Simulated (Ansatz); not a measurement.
## NH4⁺: how the N–H bond energy moves with the basis

NH4⁺, singlet; coordinates (Å): N 0.000 0.000 0.000; H 0.590 0.592 0.590; H -0.593 -0.588 0.592; H -0.589 0.590 -0.594; H 0.592 -0.594 -0.588. Quantity: N–H bond energy, to NH3⁺ (doublet) + H.

Ansatz 0.2.0, basis 6-31G or cc-pVTZ; geometries are PBE0/def2-TZVP minima. Wave-function levels freeze the cores; HF, MP2 and coupled cluster are restricted for singlets and unrestricted otherwise, atoms included (their steps beyond CCSDT(Q) come from restricted open-shell runs), Kohn–Sham unrestricted where that lies lower. The reference is CCSDT(Q) or full CI (coupled cluster only where its series has nearly closed). Semilocal and hybrid functionals correlate all electrons outside any core potential and usually lie nearer their basis limit than the reference, so part of their error here is the reference's basis and frozen-core error; RPA and the MP2 part of double hybrids freeze the same cores as the reference. None of these values is a measured one. Energies are electronic, without zero-point terms. No spin–orbit coupling and no scalar relativity. The species are chosen: bound, without strong static correlation by their natural occupations or amplitudes, in their lowest spin state as far as vertical gaps and like structures tell, and with a ladder that closes on the reference, so errors are smaller than for species at large; levels whose determinant breaks symmetry or spin markedly are left out.

```tsv
level	6-31G (kJ/mol)	cc-pVTZ (kJ/mol)
reference	496.1 (full CI)	551.4 (CCSDT(Q))
MP2	498.1	556.1
CCSD(T)	495.9	551.6
PBE	554.2	554.7
r2SCAN	541.5	541.6
B3LYP	549.3	552.4
wB97M-V	561.4	559.9
RPA-PBE	503.7	544.0
```

From 6-31G to cc-pVTZ the reference moves by 55.3 kJ/mol and PBE by 0.5; the step from CCSD(T) to the reference is 0.2 in the first and -0.2 in the last.
